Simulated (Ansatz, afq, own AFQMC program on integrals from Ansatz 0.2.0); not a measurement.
**SiH₄⁺, doublet: AFQMC among the cluster methods**

```xyz
5

Si    0.0005    0.0297   -0.0299
H    -0.0107    1.1205    1.0539
H    -0.0311   -2.0002    2.0129
H     0.0173    1.1135   -1.1206
H     0.0116   -1.0612   -1.1137
```

Basis 6-31G. Only valence electrons are correlated. Integrals, coupled cluster, full CI and functionals: Ansatz 0.2.0; the random walks run on the same integrals in our own AFQMC program. The CISD trial takes its coefficients from CCSD amplitudes. Released means that phaseless walkers are propagated on without the constraint, phases kept. Error bars are statistical, one sigma.

Determinant: UHF, the one that the program's search chose, which needn't be the lowest solution. The geometry is a point of a scan.

Full CI on the same integrals is exact in this basis and with this determinant's frozen core.

Cautions: the ph-AFQMC/CISD walk drifts between its halves (2.0 errors).

```
T1 diagnostic                               : 0.0094
weight of the determinant in the CISD state : 0.934
⟨S²⟩ of the determinant                     : 0.754
size of the correlated space                : 7 electrons in 16 orbitals
```

```csv
level,correlation energy (eV)
MP2,-1.4053
CCSD,-2.0544
CCSD(T),-2.0741
```

Task: Estimate where full CI lies against CCSD(T) on the same integrals.

Result: 1.1 kJ/mol below CCSD(T).

Reference: full CI, correlation energy -2.085 eV. The released energy is read at 2.40 1/Eh (meV from the phaseless value at times in 1/Eh: -0.5 ± 0.8 at 0.24, -1.6 ± 0.7 at 0.51, -2.9 ± 0.6 at 0.99, -3.4 ± 0.5 at 1.62, -3.7 ± 0.5 at 2.40).

```json
{"level": "CCSD(T)", "E − E(reference) (kJ/mol)": "1.1", "share of correlation (%)": "99.48"}
{"level": "CCSDT", "E − E(reference) (kJ/mol)": "0.1", "share of correlation (%)": "99.93"}
{"level": "CCSDT(Q)", "E − E(reference) (kJ/mol)": "0.0", "share of correlation (%)": "99.98"}
{"level": "CCSDTQ", "E − E(reference) (kJ/mol)": "0.0", "share of correlation (%)": "100.00"}
{"level": "ph-AFQMC/HF", "E − E(reference) (kJ/mol)": "-0.5 ± 1.7", "share of correlation (%)": "100.25"}
{"level": "ph-AFQMC/CISD", "E − E(reference) (kJ/mol)": "0.3 ± 0.09", "share of correlation (%)": "99.84"}
{"level": "released AFQMC", "E − E(reference) (kJ/mol)": "0.0 ± 0.05", "share of correlation (%)": "100.01"}
```

CCSDT and higher add their correlation energy to the determinant of the CCSD(T) run, since their own runs factorise the integrals more tightly (a shift of under 2 meV). A walk keeps the symmetry of its determinant, which the program's search chose and which needn't be the lowest solution, so a lower state of the same spin and another symmetry isn't excluded. Released energies are given only where the last usable release times agree within the noise; a slower fall can still hide under it.
